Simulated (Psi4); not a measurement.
**doublet [SO3]− at 3 levels**

We compute a comparison of 3 runs (UHF/STO-3G, UHF/3-21G, U-wB97X-V/6-311+G**) of doublet [SO3]−. 

The results are computed with Psi4 1.11.

1 further run of the same task is left out (it didn't finish).

### 1 The structure to begin with

[SO3]− has 4 atoms, charge -1, and is taken as a doublet. SMILES of the parent species: `O=S(=O)=O`. Geometry: relaxed at PBE0-D4/def2-TZVP. That shape belongs to the parent species and isn't relaxed for this state.

Bond lengths: O1–S2 1.419 Å, S2–O3 1.419 Å, S2–O4 1.419 Å. Angles: O1–S2–O3 120.0°, O1–S2–O4 120.0°, O3–S2–O4 120.0°.

### 2 Energy and forces at UHF/STO-3G (run 1)

File job.py:

```python
import psi4

psi4.set_memory('2200 MB')
psi4.set_num_threads(1)
psi4.core.set_output_file('run.log', False)

geom = psi4.geometry("""
-1 2
O     -1.121570    -0.684610     0.536720
S      0.000010    -0.000030    -0.000040
O      1.308940    -0.327680     0.440460
O     -0.187380     1.012320    -0.977150
units angstrom
symmetry c1
no_reorient
no_com
""")

psi4.set_options({
    'basis': 'STO-3G',
    'reference': 'uhf',
    'puream': True,
    'e_convergence': 1e-09,
    'd_convergence': 1e-08,
    'scf_type': 'pk',
    'maxiter': 100,
})

e, wfn = psi4.gradient('hf', molecule=geom, return_wfn=True)
psi4.oeprop(wfn, 'WIBERG_LOWDIN_INDICES', 'QUADRUPOLE', 'MAYER_INDICES')
print('gradient / Eh bohr^-1')
print(e.np.round(6))
print(f'energy = {wfn.energy():.10f} Eh')
```

Run with:

```sh
python job.py
```

run.log:

```text
[...]
  Running in c1 symmetry.
[...]
  Nuclear repulsion =  184.488954358715631
[...]
  Multiplicity = 2
[...]
  Nalpha       = 21
  Nbeta        = 20
[...]
    Number of basis functions: 24
[...]
   @UHF iter   1:  -613.83703684672923   -2.28806e-01   2.30098e-02 DIIS/ADIIS
[...]
   @UHF iter  11:  -614.08221497975910   -5.68434e-13   6.12471e-09 DIIS
[...]
   @S^2 Observed:                7.528641416E-01
[...]
  @UHF Final Energy:  -614.08221497975910
   => Energetics <=
    Nuclear Repulsion Energy =            184.4889543587156311
    One-Electron Energy =               -1233.5603441431171632
    Two-Electron Energy =                 434.9891748046425732
    Total Energy =                       -614.0822149797591010
  UHF NO Occupations:
  HONO-2 :   19  A 1.9998334
  HONO-1 :   20  A 1.9989005
[...]
  -Total Gradient:
     Atom            X                  Y                   Z
    ------   -----------------  -----------------  -----------------
       1        0.241145041064     0.147178276276    -0.115414772324
       2        0.000001331969     0.000049755155     0.000064514684
       3       -0.281433017176     0.070436664858    -0.094719131100
       4        0.040286644144    -0.217664696289     0.210069388740
[...]
```

On the terminal:

```text
gradient / Eh bohr^-1
[[ 2.41145e-01  1.47178e-01 -1.15415e-01]
 [ 1.00000e-06  5.00000e-05  6.50000e-05]
 [-2.81433e-01  7.04370e-02 -9.47190e-02]
 [ 4.02870e-02 -2.17665e-01  2.10069e-01]]
energy = -614.0822149798 Eh
```

Run time: 4.2 s. Hardware: 1 thread of Intel Xeon at 2.50GHz (Skylake/Cascade Lake), shared host; peak memory 0.18 GiB.

### 3 Energy and forces at UHF/3-21G (run 2)

File job.json:

```json
{
 "schema_name": "qcschema_input",
 "schema_version": 1,
 "molecule": {
  "schema_name": "qcschema_molecule",
  "schema_version": 2,
  "symbols": ["O", "S", "O", "O"],
  "geometry": [-2.11946013, -1.2937254, 1.01425381, 1.89e-05, -5.669e-05, -7.559e-05, 2.47353811, -0.61922546, 0.83234877, -0.35409688, 1.91300755, -1.84654588],
  "molecular_charge": -1,
  "molecular_multiplicity": 2,
  "fix_symmetry": "c1",
  "fix_com": true,
  "fix_orientation": true
 },
 "driver": "gradient",
 "model": {
  "method": "scf",
  "basis": "3-21G"
 },
 "keywords": {
  "reference": "uhf",
  "puream": true,
  "e_convergence": 1e-09,
  "d_convergence": 1e-08,
  "scf_type": "pk",
  "maxiter": 100
 }
}
```

Run with:

```sh
psi4 --qcschema job.json -n 1 --memory 2200MB
```

stdout:

```text
[...]
  Running in c1 symmetry.
[...]
  Nuclear repulsion =  184.488954521375945
[...]
  Multiplicity = 2
[...]
  Nalpha       = 21
  Nbeta        = 20
[...]
    Number of basis functions: 40
[...]
   @UHF iter   1:  -618.36526243456240    4.79948e-01   1.70763e-02 DIIS/ADIIS
[...]
   @UHF iter  14:  -618.56298609921623   -3.06954e-12   5.69268e-09 DIIS
[...]
   @S^2 Observed:                7.606436283E-01
[...]
  @UHF Final Energy:  -618.56298609921623
   => Energetics <=
    Nuclear Repulsion Energy =            184.4889545213759448
    One-Electron Energy =               -1231.8915399461589004
    Two-Electron Energy =                 428.8395993255667236
    Total Energy =                       -618.5629860992162321
  UHF NO Occupations:
  HONO-2 :   19  A 1.9989574
  HONO-1 :   20  A 1.9975297
[...]
  -Total Gradient:
     Atom            X                  Y                   Z
    ------   -----------------  -----------------  -----------------
       1        0.203887737943     0.124409040838    -0.097610651450
       2       -0.000005052631     0.000124975650     0.000143461009
       3       -0.237945427198     0.059524053628    -0.080111875623
       4        0.034062741885    -0.184058070115     0.177579066065
[...]
```

The result, in JSON:

```text
{
 "driver": "gradient",
 "model": {
  "method": "scf",
  "basis": "3-21G"
 },
 "success": true,
 "return_result": [0.2038877379426104, 0.12440904083788773, -0.09761065145014286, -5.052630751889702e-06, 0.00012497565008688302, 0.00014346100894518932, -0.23794542719785106, 0.05952405362788915, -0.0801118756228029, 0.03406274188490204, -0.18405807011511838, 0.17757906606470586],
 "properties": {
  "calcinfo_nbasis": 40,
  "calcinfo_nmo": 40,
  "calcinfo_nalpha": 21,
  "calcinfo_nbeta": 20,
  "calcinfo_natom": 4,
  "nuclear_repulsion_energy": 184.48895452137594,
  "return_energy": -618.5629860992162,
  "return_gradient": [0.2038877379426104, 0.12440904083788773, -0.09761065145014286, -5.052630751889702e-06, 0.00012497565008688302, 0.00014346100894518932, -0.23794542719785106, 0.05952405362788915, -0.0801118756228029, 0.03406274188490204, -0.18405807011511838, 0.17757906606470586],
  "scf_one_electron_energy": -1231.891539946159,
  "scf_two_electron_energy": 428.8395993255667,
  "scf_dipole_moment": [1.546486180070694e-05, 0.000166387647638766, 0.00015159331967717904],
  "scf_total_energy": -618.5629860992162,
  "scf_total_gradient": [0.2038877379426104, 0.12440904083788773, -0.09761065145014286, -5.052630751889702e-06, 0.00012497565008688302, 0.00014346100894518932, -0.23794542719785106, 0.05952405362788915, -0.0801118756228029, 0.03406274188490204, -0.18405807011511838, 0.17757906606470586],
  "scf_iterations": 14
 }
}
```

Run time: 4.8 s. Hardware: 1 thread of Intel Xeon at 2.50GHz (Skylake/Cascade Lake), shared host; peak memory 0.18 GiB.

### 4 A single-point energy at U-wB97X-V/6-311+G(d,p) (run 3)

File input.json:

```json
{
  "schema_name": "qcschema_input",
  "schema_version": 1,
  "molecule": {
    "schema_name": "qcschema_molecule",
    "schema_version": 2,
    "symbols": ["O", "S", "O", "O"],
    "geometry": [-2.11946013, -1.2937254, 1.01425381, 1.89e-05, -5.669e-05, -7.559e-05, 2.47353811, -0.61922546, 0.83234877, -0.35409688, 1.91300755, -1.84654588],
    "molecular_charge": -1,
    "molecular_multiplicity": 2,
    "fix_symmetry": "c1",
    "fix_com": true,
    "fix_orientation": true
  },
  "driver": "energy",
  "model": {
    "method": "wb97x-v",
    "basis": "6-311+G**"
  },
  "keywords": {
    "reference": "uks",
    "puream": true,
    "e_convergence": 1e-09,
    "d_convergence": 1e-08,
    "scf_type": "pk",
    "dft_radial_points": 99,
    "dft_spherical_points": 590,
    "maxiter": 100
  }
}
```

Run with:

```sh
psi4 --qcschema input.json -n 1 --memory 2200MB
```

stdout:

```text
[...]
  Running in c1 symmetry.
[...]
  Nuclear repulsion =  184.488954521375945
[...]
  Multiplicity = 2
[...]
  Nalpha       = 21
  Nbeta        = 20
[...]
    Number of basis functions: 96
[...]
   @UKS iter   1:  -623.38330004217335    5.22486e-01   1.01674e-02 DIIS/ADIIS
[...]
   @UKS iter  16:  -623.70279814026594    1.42109e-11   3.98426e-09 DIIS
[...]
   @S^2 Observed:                7.539879876E-01
[...]
  @UKS Final Energy:  -623.70279814026594
   => Energetics <=
    Nuclear Repulsion Energy =            184.4889545213759448
    One-Electron Energy =               -1235.9006306951496299
    Two-Electron Energy =                 465.6880795716460852
    DFT Exchange-Correlation Energy =     -38.1457732950965109
    Empirical Dispersion Energy =           0.0000000000000000
    VV10 Nonlocal Energy =                  0.1665717569582407
    Total Energy =                       -623.7027981402659407
[...]
 Multipole Moments:
 ------------------------------------------------------------------------------------
     Multipole            Electronic (a.u.)      Nuclear  (a.u.)        Total (a.u.)
 ------------------------------------------------------------------------------------
 L = 1.  Multiply by 2.5417464519 to convert [e a0] to [Debye]
 Dipole X            :         -0.0000639            0.0001512            0.0000873
 Dipole Y            :         -0.0001007           -0.0004535           -0.0005542
 Dipole Z            :          0.0001589           -0.0007558           -0.0005970
 Magnitude           :                                                    0.0008192
[...]
```

The result, in JSON:

```text
{
 "driver": "energy",
 "model": {
  "method": "wb97x-v",
  "basis": "6-311+G**"
 },
 "success": true,
 "return_result": -623.7027981402659,
 "properties": {
  "calcinfo_nbasis": 96,
  "calcinfo_nmo": 96,
  "calcinfo_nalpha": 21,
  "calcinfo_nbeta": 20,
  "calcinfo_natom": 4,
  "nuclear_repulsion_energy": 184.48895452137594,
  "return_energy": -623.7027981402659,
  "scf_one_electron_energy": -1235.9006306951496,
  "scf_two_electron_energy": 465.6880795716461,
  "scf_vv10_energy": 0.1665717569582407,
  "scf_xc_energy": -38.14577329509651,
  "scf_dipole_moment": [8.734738470927983e-05, -0.0005541797371099166, -0.0005969890424367685],
  "scf_total_energy": -623.7027981402659,
  "scf_iterations": 16
 }
}
```

Wall time 2.2 min (1 thread of Intel Xeon at 2.50GHz (Skylake/Cascade Lake), shared host); peak memory 0.96 GiB.

### 5 The series

```
run                level      task         integration grid  energy (Eh)  HOMO energy (eV)  LUMO energy (eV)   ⟨S²⟩  wall time
  1           UHF/STO-3G  gradient                        –  -614.082215              4.06             15.51  0.753      4.2 s
  2            UHF/3-21G  gradient                        –  -618.562986             -0.88             10.41  0.761      4.8 s
  3  U-wB97X-V/6-311+G**    energy  99 radial × 590 angular  -623.702798              0.06              5.30  0.754    2.2 min
```

### 6 Summary of results

| quantity | value |
| --- | --- |
| run 3: total energy | -623.70280 Eh |
| run 3: HOMO energy (highest over α and β) | 0.06 eV |
| run 3: LUMO energy (lowest over α and β) | 5.30 eV |
| run 3: ⟨S²⟩ | 0.754 |

**Reading.** In runs 1, 3 the HOMO lies above zero, so the outermost electron may be held by the basis alone. In run 1 the basis is minimal, so the values are rough. All runs together took 2.3 min, the longest 2.2 min.
